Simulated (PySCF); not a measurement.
# Fractional electron number in S (sulfur, neutral)

The 3p beta orbital of [Ne] 3s2 3p4 is emptied in steps (occupation f), with all orbitals relaxed, ending at [Ne] 3s2 3p3. Computed with PySCF 2.14 in def2-TZVPPD (6s6p4d1f, 51 functions), with no relativity, point nucleus. The exact energy is a straight line in f; departures are measured from the line between the end points of the same method.

```tsv
f	UHF (eV)	LDA (eV)	PBE (eV)	PBE0 (eV)	r2SCAN (eV)	LC-wPBE (eV)	BHandHLYP (eV)	wB97X (eV)	M06-2X (eV)	BLYP (eV)
1	0.000	0.000	0.000	0.000	0.000	0.000	0.000	0.000	0.000	0.000
0.9	0.095	-0.398	-0.386	-0.270	-0.357	-0.019	-0.162	-0.057	-0.171	-0.394
0.7	0.212	-0.934	-0.904	-0.629	-0.828	-0.044	-0.383	-0.136	-0.408	-0.926
0.5	0.242	-1.118	-1.076	-0.747	-0.977	-0.050	-0.462	-0.167	-0.498	-1.108
0.3	0.195	-0.942	-0.901	-0.624	-0.810	-0.038	-0.394	-0.147	-0.430	-0.934
0.1	0.081	-0.405	-0.384	-0.265	-0.342	-0.014	-0.171	-0.067	-0.194	-0.401
0	0.000	0.000	0.000	0.000	0.000	0.000	0.000	0.000	0.000	0.000
```

For wB97X, how does the orbital energy at f = 1 compare with the removal energy?

−ε = 9.836 eV against a total-energy difference of 10.461 eV. By Janak's theorem ε = ∂E/∂f, so the gap between them reflects the curvature. Along the path −ε is 9.948 (f = 0.9), 10.183 (f = 0.7), 10.431 (f = 0.5), 10.700 (f = 0.3), 11.034 (f = 0.1) eV.

```
   method  E(f=0) − E(f=1) (eV)  −ε at f=1 (eV)  −ε at f=0.5 (eV)
      UHF                 9.233          10.312             9.185
      LDA                10.568           6.164            10.544
      PBE                10.435           6.151            10.441
     PBE0                10.407           7.414            10.420
   r2SCAN                10.379           6.411            10.431
  LC-wPBE                10.519          10.301            10.538
BHandHLYP                10.361           8.571            10.331
    wB97X                10.461           9.836            10.431
   M06-2X                10.403           8.521            10.342
     BLYP                10.422           6.058            10.396
```

Reference removal energy between the ground levels: 10.360 eV (measured; NIST Atomic Spectra Database, ionization energies). The calculation has no spin-orbit coupling. UHF lacks correlation.
